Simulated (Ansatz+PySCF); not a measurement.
The numbers below are computed, except where a source is named.
Several solutions for singlet SiO

```yaml
atoms:
  - { symbol: Si, position_ang: [0.0000, 0.0000, -0.5539] }
  - { symbol: O, position_ang: [0.0000, 0.0000, 0.9694] }
```

Basis set: def2-SVP (spherical functions). Charge 0, multiplicity 1.

CASSCF(2,2) was run from several starts with Ansatz (development build ahead of 0.2.0) and PySCF 2.14.0. The starts are those of the Hartree–Fock orbitals from which the active space was taken at the frontier.

```tsv
run	program	start	converged	energy (hartree)	<S²>
A	Ansatz	stability test followed	yes	-363.64855	0.00
B	PySCF	program defaults	yes	-363.64855	0.00
C	Ansatz	atomic start, no search	yes	-363.64855	0.00
D	Ansatz	search for the lowest state	yes	-363.65793	0.00
```

Problem. Which runs reached the lowest solution of this kind, and what is wrong with the others?

Solution. D reached the lowest solution found. Converged but too high: A by 0.26 eV, B by 0.26 eV, C by 0.26 eV. Convergence only shows a stationary point; in CASSCF the end hangs on which orbitals enter the active space. Caution: other starts end on other solutions of this active space.
